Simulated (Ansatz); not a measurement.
Geometry optimisation, Ansatz, RKS PBE0-D4/STO-3G.

input.yaml

```yaml
crystal:
  periodic: [false, false, false]
  atoms:
    - { symbol: "N", position_ang: [-0.16204, 1.56155, -0.2248] }
    - { symbol: C, position_ang: [0.34979, 0.2401, -0.26296] }
    - { symbol: O, position_ang: [-0.35637, -0.58067, 0.68197] }
    - { symbol: S, position_ang: [0.19815, -2.11477, 0.92036] }
    - { symbol: H, position_ang: [-1.15194, 1.5732, -0.44332] }
    - { symbol: H, position_ang: [-0.03287, 1.97367, 0.69219] }
    - { symbol: H, position_ang: [1.418, 0.24718, -0.0152] }
    - { symbol: H, position_ang: [0.21635, -0.17748, -1.27047] }
    - { symbol: H, position_ang: [-0.47908, -2.72279, -0.07777] }
basis:
  gaussian: { orbitals: STO-3G }
hamiltonian:
  xc: pbe0
  dispersion: d4
relax:
  f_tol: 0.02
  max_steps: 40
```

Run as:

```bash
$ ansatz run input.yaml --threads 1 --pin off --max-ram 2048MiB --backend cpu --events-out ev --progress --plain --runs-dir out
```

**Question.** Where does it end, and by what steps?

**Answer.** The run converged. Limits of this set-up: minimal basis. After 6 steps the energy has fallen by 0.428 eV; O3 moved furthest, 0.12 Å.

| step | energy less start (eV) | largest force component (eV/Å) | accepted |
| --- | --- | --- | --- |
| 0 | 0.0000 | 2.811 | yes |
| 1 | -0.3244 | 1.422 | yes |
| 2 | -0.4199 | 0.295 | yes |
| 3 | -0.4268 | 0.134 | yes |
| 4 | -0.4264 | 0.126 | no |
| 5 | -0.4281 | 0.056 | yes |
| 6 | -0.4284 | 0.018 | yes |

```xyz
9
Properties=species:S:1:pos:R:3
N -0.140 1.616 -0.296
C 0.363 0.215 -0.245
O -0.399 -0.529 0.780
S 0.241 -2.147 0.892
H -1.184 1.527 -0.424
H -0.056 1.971 0.694
H 1.450 0.237 -0.011
H 0.231 -0.240 -1.253
H -0.506 -2.651 -0.139
```

Whether the end is a true minimum wasn't checked by a vibrational analysis.

Time of the run: 15 s on 1 thread of Arm Neoverse V1, with other jobs on the host, peak memory 0.14 GiB.
